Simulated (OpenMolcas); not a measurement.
# SiH3F (SMILES F[SiH3]): a chain of runs

Aim: the energy (HF/ANO-RCC-MB), then a single-point energy (CASSCF(2,2)/ANO-RCC-VDZP), then an energy scan (CASPT2(2,2)/ANO-RCC-VDZP), then an energy scan (SC-NEVPT2(2,2)/ANO-RCC-VDZP), then an energy scan (MC-PDFT[tPBE](2,2)/ANO-RCC-VDZP) of SiH3F. 

The results are computed with OpenMolcas 26.06.

## (1) The structure to begin with

The species is SiH3F (5 atoms), meant as a singlet with charge 0. As SMILES, `F[SiH3]`. Geometry: relaxed at PBE0-D4/def2-TZVP.

Bond lengths: F1–Si2 1.600 Å, Si2–H3 1.482 Å, Si2–H4 1.482 Å, Si2–H5 1.482 Å. Angles: F1–Si2–H3 108.3°, F1–Si2–H4 108.3°, F1–Si2–H5 108.3°, H3–Si2–H4 110.6°, H3–Si2–H5 110.6°, H4–Si2–H5 110.6°.

## (2) The energy at HF/ANO-RCC-MB (DKH2) (run 1)

File mol.xyz:

```xyz
5

F     -1.274600     0.162800     0.858000
Si     0.043300    -0.019300    -0.030700
H     -0.367800    -0.192600    -1.443700
H      0.768600    -1.217900     0.451600
H      0.880500     1.193400     0.123400
```

File step1.inp:

```
* FH3Si Hartree-Fock

&gateway
 coord = mol.xyz
 basis = ANO-RCC-MB
 group = NoSym

&seward

&scf
 prorbitals = 0

&localisation
 occupied
 freeze
 pipek-mezey

&localisation
 fileorb = $Project.LocOrb
 virtual
 pipek-mezey
```

Command:

```console
$ export MOLCAS_MEM=1860
$ pymolcas step1.inp > step1.log
```

What it wrote:

```text
--- Start Module: gateway ---
[...]
--- Stop Module: gateway /rc=_RC_ALL_IS_WELL_ ---
[...]
      Basis functions           17
[...]
       Convergence after   8 Iterations
[...]
::    Total SCF energy                               -390.7088638218
[...]
      Total spin, S                                     0.0000000000
[...]
      Total electronic charge=   26.000000
      Total            charge=   -0.000000
[...]
      Dipole Moment (debye):
      Origin of the operator (angstrom)=   -0.4343    0.0467    0.2913
                   X=  1.5362E+00               Y= -2.1218E-01               Z= -1.0359E+00           Total=  1.8650E+00
      Quadrupole Moment (debye*angstrom):
[...]
--- Start Module: localisation ---
[...]
--- Stop Module: localisation /rc=_RC_ALL_IS_WELL_ ---
--- Start Module: localisation ---
[...]
--- Stop Module: localisation /rc=_RC_ALL_IS_WELL_ ---
[...]
```

Wall time 2.2 s (1 thread of Arm Neoverse V1, shared host); peak memory 0.37 GiB.

## (3) A single-point energy at CASSCF(2,2)/ANO-RCC-VDZP (DKH2) (run 2)

mol.xyz is that of step 2.

File step2.input:

```
&GATEWAY
  Coord
  mol.xyz
  Basis
  ANO-RCC-MB
  Group
  NoSym

&SEWARD

&RASSCF
  FileOrb
  $CurrDir/step1.LocOrb
  Alter
  1
  1 14 16
  Spin
  1
  Nactel
  2 0 0
  Inactive
  12
  Ras2
  2
  OrbListing
  Nothing
>>> COPY $Project.RunFile RUNFIL1
>>> COPY $Project.RasOrb INPORB

&GATEWAY
  Coord
  mol.xyz
  Basis
  ANO-RCC-VDZP
  Group
  NoSym

&SEWARD
>>> COPY $Project.RunFile RUNFIL2

&EXPBAS

&RASSCF
  FileOrb
  $Project.ExpOrb
  Spin
  1
  Nactel
  2 0 0
  Inactive
  12
  Ras2
  2
  OrbListing
  Nothing
```

Command:

```console
$ export MOLCAS_MEM=1860
$ pymolcas step2.input > step2.log
```

What it wrote:

```text
--- Start Module: gateway ---
[...]
--- Stop Module: gateway /rc=_RC_ALL_IS_WELL_ ---
[...]
      Basis functions           17
[...]
      Number of active orbitals                  2
[...]
      Spin quantum number                      0.0
[...]
      Active orbitals                            2
[...]
      Number of CSFs                             3
[...]
      Number of root(s) required                 1
[...]
      Convergence after  9 iterations
[...]
      printout of CI-coefficients larger than  0.05 for root  1
      energy=    -390.722509
      conf/sym  11     Coeff  Weight
             1  20   0.99403 0.98809
             3  02  -0.10912 0.01191
      Natural orbitals and occupation numbers for root  1
      sym 1:   1.976187   0.023813
      ************************************************************************************************************************
      *                                                    Final results                                                     *
[...]
::    RASSCF root number  1 Total energy:   -390.72250927
[...]
      Basis functions           47
[...]
--- Start Module: expbas ---
[...]
--- Stop Module: expbas /rc=_RC_ALL_IS_WELL_ ---
--- Start Module: rasscf ---
[...]
      Convergence after 15 iterations
[...]
      Natural orbitals and occupation numbers for root  1
      sym 1:   1.981881   0.018119
      ************************************************************************************************************************
      *                                                    Final results                                                     *
[...]
::    RASSCF root number  1 Total energy:   -390.91965306
[...]
      Total electronic charge=   26.000000
      Total            charge=   -0.000000
[...]
      Dipole Moment (debye):
      Origin of the operator (angstrom)=   -0.4343    0.0467    0.2913
                   X=  1.3943E+00               Y= -2.0189E-01               Z= -1.0089E+00           Total=  1.7328E+00
      Quadrupole Moment (debye*angstrom):
[...]
--- Stop Module: rasscf /rc=_RC_ALL_IS_WELL_ ---
[...]
```

Run time: 6 s. Hardware: 1 thread of Arm Neoverse V1, shared host; peak memory 0.38 GiB.

## (4) An energy scan at CASPT2(2,2)/ANO-RCC-VDZP (DKH2, ipea shift 0.25 Eh, pt2 variant SS) (run 3)

File step3.input:

```
>>> EXPORT MOLCAS_PRINT=2
>>> COPY $CurrDir/step2.RasOrb $Project.RasOrb
>>> ForEach K in (1, 2, 3, 4, 5, 6, 7, 8, 9)

&gateway
 coord = $CurrDir/point$K.xyz
 basis = ANO-RCC-VDZP
 group = NoSym

&seward

&rasscf
 fileorb = $Project.RasOrb
 spin = 1
 nactel = 2 0 0
 inactive = 12
 ras2 = 2
 orblisting = Nothing

&caspt2
 imaginary = 0.2
 frozen = 6
>>> EndDo
```

Command:

```console
$ export MOLCAS_MEM=1860
$ pymolcas step3.input > step3.log
```

What it wrote:

```text
[...]
      Basis functions           47
[...]
      Number of active orbitals                  2
[...]
      Spin quantum number                      0.0
[...]
      Active orbitals                            2
[...]
      Number of CSFs                             3
[...]
      Number of root(s) required                 1
[...]
      Convergence after 12 iterations
[...]
      Natural orbitals and occupation numbers for root  1
      sym 1:   1.987765   0.012235
      ************************************************************************************************************************
      *                                                    Final results                                                     *
[...]
::    RASSCF root number  1 Total energy:   -390.90849457
[...]
::    CASPT2 Root  1     Total energy:   -391.19693191
[...]
      Convergence after 10 iterations
[...]
      Natural orbitals and occupation numbers for root  1
      sym 1:   1.981870   0.018130
      ************************************************************************************************************************
      *                                                    Final results                                                     *
[...]
      Convergence after  9 iterations
[...]
      Natural orbitals and occupation numbers for root  1
      sym 1:   1.803560   0.196440
      ************************************************************************************************************************
      *                                                    Final results                                                     *
[...]
      Convergence after  9 iterations
[...]
      Natural orbitals and occupation numbers for root  1
      sym 1:   1.606171   0.393829
      ************************************************************************************************************************
      *                                                    Final results                                                     *
[...]
      Convergence after  8 iterations
[...]
      Natural orbitals and occupation numbers for root  1
      sym 1:   1.329265   0.670735
      ************************************************************************************************************************
      *                                                    Final results                                                     *
[...]
::    RASSCF root number  1 Total energy:   -390.78267881
[...]
::    CASPT2 Root  1     Total energy:   -391.06212314
[...]
      Convergence after  8 iterations
[...]
::    RASSCF root number  1 Total energy:   -390.77856218
[...]
::    CASPT2 Root  1     Total energy:   -391.05735047
[...]
```

Run time: 33 s. Hardware: 1 thread of Arm Neoverse V1, shared host; peak memory 0.38 GiB.

The scan, from its lowest point:

| H3–Si2 (Å) | energy (kJ/mol) |
| --- | --- |
| 1.334 | 26.6 |
| 1.482 | 0.0 |
| 1.630 | 14.6 |
| 1.852 | 71.6 |
| 2.149 | 164.3 |
| 2.519 | 263.4 |
| 2.964 | 339.0 |
| 3.556 | 380.5 |
| 4.445 | 393.0 |

## (5) An energy scan at SC-NEVPT2(2,2)/ANO-RCC-VDZP (DKH2, pt2 variant SC-NEVPT2) (run 4)

File step4.inp:

```
>>> COPY $CurrDir/step2.RasOrb $Project.RasOrb
>>> ForEach K in (1, 2, 3, 4, 5, 6, 7, 8, 9)

&GATEWAY
 Coord=$CurrDir/point$K.xyz
 Basis=ANO-RCC-VDZP
 Group=NoSym

&SEWARD

&RASSCF
 FileOrb=$Project.RasOrb
 Spin=1
 Nactel=2 0 0
 Inactive=12
 Ras2=2
 OrbListing=Nothing

&CASPT2
 SC-NEVPT2
 Frozen=6
>>> EndDo
```

Command:

```console
$ export MOLCAS_MEM=1860
$ pymolcas step4.inp > step4.log
```

What it wrote:

```text
[...]
      Basis functions           47
[...]
      Number of active orbitals                  2
[...]
      Spin quantum number                      0.0
[...]
      Active orbitals                            2
[...]
      Number of CSFs                             3
[...]
      Number of root(s) required                 1
[...]
      Convergence after 12 iterations
[...]
      printout of CI-coefficients larger than  0.05 for root  1
      energy=    -390.908495
      conf/sym  11     Coeff  Weight
             1  20   0.99694 0.99388
             3  02  -0.07821 0.00612
      Natural orbitals and occupation numbers for root  1
      sym 1:   1.987765   0.012235
      ************************************************************************************************************************
      *                                                    Final results                                                     *
[...]
::    RASSCF root number  1 Total energy:   -390.90849457
[...]
      E2 (Variational):          -0.2835147745
[...]
::    SC-NEVPT2 Root  1     Total energy:   -391.19199771
[...]
      Convergence after 10 iterations
[...]
      Natural orbitals and occupation numbers for root  1
      sym 1:   1.981870   0.018130
      ************************************************************************************************************************
      *                                                    Final results                                                     *
[...]
      Convergence after  9 iterations
[...]
      Natural orbitals and occupation numbers for root  1
      sym 1:   1.803560   0.196440
      ************************************************************************************************************************
      *                                                    Final results                                                     *
[...]
      Convergence after  9 iterations
[...]
      Natural orbitals and occupation numbers for root  1
      sym 1:   1.606171   0.393829
      ************************************************************************************************************************
      *                                                    Final results                                                     *
[...]
      Convergence after  8 iterations
[...]
::    RASSCF root number  1 Total energy:   -390.78267881
[...]
::    SC-NEVPT2 Root  1     Total energy:   -391.06075335
[...]
      Convergence after  8 iterations
[...]
::    RASSCF root number  1 Total energy:   -390.77856218
[...]
      E2 (Variational):          -0.2776557732
[...]
      Reference weight:           0.92361
[...]
::    SC-NEVPT2 Root  1     Total energy:   -391.05621796
[...]
```

Wall time 34 s (1 thread of Arm Neoverse V1, shared host); peak memory 0.38 GiB.

The scan, from its lowest point:

| H3–Si2 (Å) | energy (kJ/mol) |
| --- | --- |
| 1.334 | 28.1 |
| 1.482 | 0.0 |
| 1.630 | 13.4 |
| 1.852 | 69.0 |
| 2.149 | 160.3 |
| 2.519 | 258.2 |
| 2.964 | 332.6 |
| 3.556 | 372.7 |
| 4.445 | 384.6 |

## (6) An energy scan at MC-PDFT[tPBE](2,2)/ANO-RCC-VDZP (DKH2) (run 5)

File step5.input:

```
* FH3Si MC-PDFT
>>> COPY $CurrDir/step2.RasOrb $Project.RasOrb
>>> ForEach K in (1, 2, 3, 4, 5, 6, 7, 8, 9)
&GATEWAY
Coord=$CurrDir/point$K.xyz
Basis=ANO-RCC-VDZP
Group=NoSym
&SEWARD
&RASSCF
FileOrb=$Project.RasOrb
Spin=1
Nactel=2 0 0
Inactive=12
Ras2=2
OrbListing=Nothing
&MCPDFT
KSDFT=T:PBE
>>> EndDo
```

Command:

```console
$ export MOLCAS_MEM=1860
$ pymolcas step5.input > step5.log
```

What it wrote:

```text
--- Start Module: gateway ---
[...]
      Basis functions           47
[...]
      Number of active orbitals                  2
[...]
      Spin quantum number                      0.0
[...]
      Active orbitals                            2
[...]
      Number of CSFs                             3
[...]
      Number of root(s) required                 1
[...]
      Convergence after 12 iterations
[...]
      printout of CI-coefficients larger than  0.05 for root  1
      energy=    -390.908495
      conf/sym  11     Coeff  Weight
             1  20   0.99694 0.99388
             3  02  -0.07821 0.00612
      Natural orbitals and occupation numbers for root  1
      sym 1:   1.987765   0.012235
      ************************************************************************************************************************
      *                                                    Final results                                                     *
[...]
::    RASSCF root number  1 Total energy:   -390.90849457
[...]
::    MCPDFT root number  1 Total energy:   -391.64824762
[...]
      Convergence after 10 iterations
[...]
      Natural orbitals and occupation numbers for root  1
      sym 1:   1.981870   0.018130
      ************************************************************************************************************************
      *                                                    Final results                                                     *
[...]
      Convergence after  9 iterations
[...]
      Natural orbitals and occupation numbers for root  1
      sym 1:   1.803560   0.196440
      ************************************************************************************************************************
      *                                                    Final results                                                     *
[...]
      Convergence after  9 iterations
[...]
      Natural orbitals and occupation numbers for root  1
      sym 1:   1.606171   0.393829
      ************************************************************************************************************************
      *                                                    Final results                                                     *
[...]
      Convergence after  8 iterations
[...]
::    RASSCF root number  1 Total energy:   -390.78267881
[...]
::    MCPDFT root number  1 Total energy:   -391.51008537
[...]
      Convergence after  8 iterations
[...]
::    RASSCF root number  1 Total energy:   -390.77856218
[...]
      Total electronic charge=   26.000000
      Total            charge=   -0.000000
[...]
::    MCPDFT root number  1 Total energy:   -391.50575740
[...]
```

It took 36 s on 1 thread of Arm Neoverse V1, shared host; peak memory 0.38 GiB.

The scan, from its lowest point:

| H3–Si2 (Å) | energy (kJ/mol) |
| --- | --- |
| 1.334 | 28.6 |
| 1.482 | 0.0 |
| 1.630 | 12.3 |
| 1.852 | 66.6 |
| 2.149 | 158.1 |
| 2.519 | 260.8 |
| 2.964 | 344.4 |
| 3.556 | 391.3 |
| 4.445 | 402.7 |

## (7) What came out

```
                                                         quantity          value
                               run 1, HF/ANO-RCC-MB: total energy  -390.70886 Eh
                              run 1, HF/ANO-RCC-MB: dipole moment         1.86 D
                                run 1, HF/ANO-RCC-MB: HOMO energy      -13.92 eV
                                run 1, HF/ANO-RCC-MB: LUMO energy        6.10 eV
                              run 1, HF/ANO-RCC-MB: HOMO–LUMO gap       20.03 eV
                    run 2, CASSCF(2,2)/ANO-RCC-VDZP: total energy  -390.91965 Eh
  run 2, CASSCF(2,2)/ANO-RCC-VDZP: dipole moment (CASSCF density)         1.73 D
       run 3, CASPT2(2,2)/ANO-RCC-VDZP: lowest energy of the scan  -391.20705 Eh
    run 4, SC-NEVPT2(2,2)/ANO-RCC-VDZP: lowest energy of the scan  -391.20270 Eh
run 5, MC-PDFT[tPBE](2,2)/ANO-RCC-VDZP: lowest energy of the scan  -391.65914 Eh
```

What this shows: Mulliken charges (run 1, HF/ANO-RCC-MB) run from -0.58 on F1 to +0.79 on Si2; they depend strongly on the basis.
